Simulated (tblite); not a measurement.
Q: What does the GFN2-xTB structure of `[H]/N=C(\C=C)N=C` look like in three dimensions?

A: 
Z-matrix in Å and degrees, rows numbered from 1:
```
C 
C   1  1.3257
C   2  1.4717  1  124.01
N   3  1.2728  2  125.90  1  -169.20
N   3  1.3776  2  114.94  1     5.01
C   5  1.2508  3  125.13  2   129.56
H   1  1.0773  2  121.86  3   179.60
H   1  1.0771  2  121.13  3     0.35
H   2  1.0835  1  121.15  3  -179.49
H   4  1.0172  3  114.29  2     1.79
H   6  1.0909  5  124.12  3    -5.14
H   6  1.0816  5  118.30  3   175.78
```

The 3 C–N bonds span 1.251 Å (N5=C6, drawn double) to 1.378 Å (C3–N5, drawn single), a spread of 0.127 Å. N4 (C=N nitrogen) is bent (angle 114.3°). Of the pairs four or more bonds apart, N5···H8 is among the closest relative to their van der Waals radii: 2.49 Å, 90 % of the sum of Bondi's values. The 2 C–C bonds span 1.326 Å (C1=C2, drawn double) to 1.472 Å (C2–C3, drawn single), a spread of 0.146 Å.

The geometry is computed with GFN2-xTB (gas phase).

Point group: C1 (no symmetry element, even within 0.4 Å). Its GFN2-xTB frequencies are all real (lowest 75 cm⁻¹). The numbers are those of one conformer (C1–C2–C3–N4 -169°, C2–C3–N5–C6 130°).
